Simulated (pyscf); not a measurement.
Single points on ωB97X-D3(BJ)/def2-SVP structures (PySCF, gas phase). MP2 and CC: frozen core, UHF for open shells. ΔMP2 is the change of the MP2 total energy from the triple- to the quadruple-zeta basis.

Q: How much does it cost (ΔH, 298 K, CCSD(T)/def2-TZVPP + ΔMP2(QZVPP)) to split F–SiH=SiH–F at its F–Si bond into F• + [F–SiH=SiH]•?

A: F–Si to F• + [F–SiH=SiH]•: 126.9 kcal/mol. The radicals are drawn with the spin at the cut bond; how far it spreads was not checked. F–SiH=SiH–F lies 13.5 kcal/mol over its isomer F–Si(F)=SiH₂, and others may lie lower still (electronic energy, ωB97M-D3(BJ)). Other isomers of [F–SiH=SiH]• were not searched in full and may lie lower. A restricted solution here is unstable towards spin polarisation, so biradical character is likely and single-reference numbers are less safe. The CCSD(T) − MP2 part came from Ansatz, without density fitting, on the same reference. Left out: the spin-orbit lowering of F.
